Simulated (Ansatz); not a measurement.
Results of r²SCAN in Ansatz (plane waves, PAW) for hcp Zr.

A relaxed, unreconstructed slab of the (11-20) face has 16 atoms, two equal faces of 28.990 Å² each and an energy of -67113.9671 eV. A bulk cell of 4 atoms with the same orientation and in-plane k mesh has -16780.0885 eV. Energies are extrapolated to zero smearing.

Run with plane-wave cutoff 500 eV, 12×10×1 k mesh (along the axes of the cell as run), Fermi–Dirac smearing 0.1 eV, scalar-relativistic PAW data made under PBE.

Worked out: γ = (E_slab − N E_bulk per atom)/2A = [-67113.9671 − 16 × (-16780.0885/4)]/(2 × 28.990) = 0.1102 eV/Å². With 16.022 J/m² per eV/Å² this is 1.76 J/m², or 3.19 eV per surface cell and face.

Ansatz is a program for electronic structure.
